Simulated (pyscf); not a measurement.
Thermochemistry of product channels of B–F [singlet] + H• on the doublet surface, in kcal/mol, from CCSD(T)/def2-TZVPP + ΔMP2(QZVPP) energies (ideal gas, 1 atm, RRHO with modes under 100 cm⁻¹ raised to 100, one conformer, R ln 2 for rigid chiral ones). PySCF, gas phase, ωB97X-D3(BJ)/def2-SVP geometries. MP2 and CC: frozen core, UHF for open shells. ΔMP2 is the change of the MP2 total energy from the triple- to the quadruple-zeta basis.

```
products                   ΔE  ΔH(298 K)  ΔG(900 K)  ΔG(1200 K)
-----------------  ----------  ---------  ---------  ----------
[HB–F]•            (withheld)      -46.4      -26.5       -19.3
BH [singlet] + F•       +95.6      +97.0      +95.4  (withheld)
```

### Question
Complete the blanks.

### Answer

- [HB–F]•, ΔE: -50.2
- BH [singlet] + F•, ΔG(1200 K): +95.1

These are energies of the channels, which say nothing of barriers. The CCSD(T) − MP2 part came from Ansatz, without density fitting, on the same reference. Left out: orbital degeneracy and the spin-orbit lowering of F.
